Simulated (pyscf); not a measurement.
**Four-centre exchange: H₃C–Al [singlet] + H₂ → AlH [singlet] + CH₄**

Gas phase, singlet surface, charge 0. Bonds broken: Al1–C2, H6–H7. Bonds formed: Al1–H6, C2–H7. PySCF, gas phase, ωB97X-D3(BJ)/def2-SVP geometries.

Transition state (Å):

```xyz
7

Al     0.8958    -0.2294     0.4201
C     -1.2654    -0.3567    -0.1909
H     -1.2564    -1.3605    -0.6503
H     -1.9565     0.2591    -0.7935
H     -1.7222    -0.4551     0.8093
H      0.5791     1.2698    -0.6091
H     -0.2935     0.7071    -0.5394
```

One imaginary mode, 1387i cm⁻¹; descent along it reached the two sides named.

```tsv
bond	change	reactant side (Å)	saddle	product side
Al1–C2	breaks	1.994	2.250	3.3
H6–H7	breaks	0.761	1.041	2.473
Al1–H6	forms	3.3	1.846	1.661
C2–H7	forms	3.5	1.482	1.102
```

Electronic energies relative to the separated reactants (kJ/mol):

```csv
level,barrier,reaction energy,reverse barrier
ωB97X-D3(BJ)/def2-TZVP,104.4,-11.3,115.7
PBE/def2-TZVP,71.8,-14.0,85.9
r²SCAN/def2-TZVP,78.8,-11.9,90.7
B3LYP-D3(BJ)/def2-TZVP,97.6,-17.6,115.2
PBE0-D3(BJ)/def2-TZVP,81.1,-16.2,97.3
M06-2X/def2-TZVP,103.0,-8.7,111.6
ωB97M-D3(BJ)/def2-TZVP,99.1,-18.6,117.7
HF/def2-TZVP,157.2,-44.0,201.3
```

With ωB97M-D3(BJ)/def2-TZVP energies and thermal terms (ideal gas, 1 atm, RRHO with modes under 100 cm⁻¹ raised to 100, one conformer, R ln 2 for chiral ones without a mode under 150 cm⁻¹), in kJ/mol:

```json
[
 {"T (K)": "298", "ΔH‡": "103.3", "ΔG‡": "134.3", "ΔH": "-7.1", "ΔG": "-8.2"},
 {"T (K)": "600", "ΔH‡": "99.0", "ΔG‡": "167.6", "ΔH": "-11.8", "ΔG": "-7.4"},
 {"T (K)": "900", "ΔH‡": "97.8", "ΔG‡": "202.3", "ΔH": "-15.0", "ΔG": "-4.4"},
 {"T (K)": "1200", "ΔH‡": "98.4", "ΔG‡": "237.1", "ΔH": "-16.7", "ΔG": "-0.6"}
]
```

At the saddle there is also a short Al–H contact that neither side keeps. This is the saddle that the search found; another between the same sides may lie lower.
